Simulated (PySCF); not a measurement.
# How well do the runs reproduce experiment for C5H10S?

**Measured values to compare with.**

From NIST CCCBDB Release 22 (SRD 101), experimental dipoles, for the gas: dipole moment 1.781 D.

The results are set against them at the end.

Species: C5H10S.
Atom-mapped SMILES: `[CH2:1]1[CH2:2][CH2:3][S:4][CH2:5][CH2:6]1` (hydrogens: H7, H8 on C1; H9, H10 on C2; H11, H12 on C3; H13, H14 on C5; H15, H16 on C6)

Geometry (PBE0-D3(BJ)/def2-SVP, Å), atoms numbered from 1 in this order:
```
atom  x, y, z in Å
C1    -0.0528   -1.1876    0.1593
C2    -1.3379   -0.4033   -0.0900
C3    -1.2547    1.0377    0.3905
S4     0.0596    1.9781   -0.4360
C5     1.4368    0.8583   -0.0564
C6     1.1738   -0.5707   -0.5069
H7     0.1235   -1.2546    1.2489
H8    -0.1805   -2.2234   -0.1939
H9    -2.1794   -0.9029    0.4202
H10   -1.5712   -0.4055   -1.1685
H11   -2.1861    1.5841    0.1785
H12   -1.0950    1.0772    1.4824
H13    1.6436    0.8950    1.0276
H14    2.3126    1.2841   -0.5689
H15    1.0453   -0.5800   -1.6028
H16    2.0625   -1.1857   -0.2838
```

The PySCF runs (gas phase, on this PBE0-D3(BJ)/def2-SVP geometry; no spin–orbit coupling):

| level | job | basis functions | wall time |
| --- | --- | --- | --- |
| PBE0-D3(BJ)/def2-SVP, grid level 1 | geometry optimisation from an MMFF94s start | 138 | 36 s |
| B97-2/pcSseg-2 | shieldings, ring-centre shieldings | 363 | 87 s |
| PBE0/pcSseg-1 | shieldings, ring-centre shieldings, charges and field gradients | 159 | 21 s |

Hardware: one thread, Arm Neoverse V1, shared host.

## Comparison

**Dipole moment.** Measured: 1.781 D (NIST CCCBDB Release 22 (SRD 101), experimental dipoles).

```csv
level,computed (D),computed − measured (D),% (from the printed values)
PBE0-D3(BJ)/def2-SVP,1.726,-0.055,-3
B97-2/pcSseg-2,1.872,+0.091,+5
PBE0/pcSseg-1,1.866,+0.085,+5
```

Closest is PBE0-D3(BJ)/def2-SVP (-0.055 D), furthest B97-2/pcSseg-2 (+0.091 D); one molecule doesn't rank methods. The computed dipoles belong to one fixed geometry; measured ones are averaged over vibrations unless marked μe. Magnitudes are compared, not signs.

The geometry is computed, not the measured one. Where a level misses, the cause wasn't examined.
